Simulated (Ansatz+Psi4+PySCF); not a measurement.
# doublet C₃H₆(+): levels of theory in one basis

```xyz
9

C     0.0045    0.8663    0.0089
C     0.7482   -0.4270    0.0071
C    -0.7586   -0.4278    0.0026
H     0.0007    1.4591    0.9199
H     0.0070    1.4530   -0.9040
H     1.2705   -0.7258   -0.9112
H     1.2656   -0.7244    0.9185
H    -1.2513   -0.7300    0.9078
H    -1.2668   -0.7358   -0.9103
```

Basis set: cc-pVTZ (spherical functions). Correlated methods keep 3 orbitals frozen. Correlation on ROHF uses semicanonical orbitals with singles. Charge 1, multiplicity 2.

Computed with Ansatz (development build ahead of 0.2.0) and Psi4 1.11; each method stands on the lowest determinant of its kind that the runs found.

| method | E − E(ROHF) (eV) | <S²> of the determinant |
| --- | --- | --- |
| ROHF | 0.00 | 0.75 |
| UHF | -0.16 | 0.77 |
| ROHF-MP2 | -12.96 | – |
| UHF-MP2 | -12.90 | 0.77 |

Caution for ROHF-MP2, UHF-MP2: MP2 on this radical cation hangs on the determinant chosen.
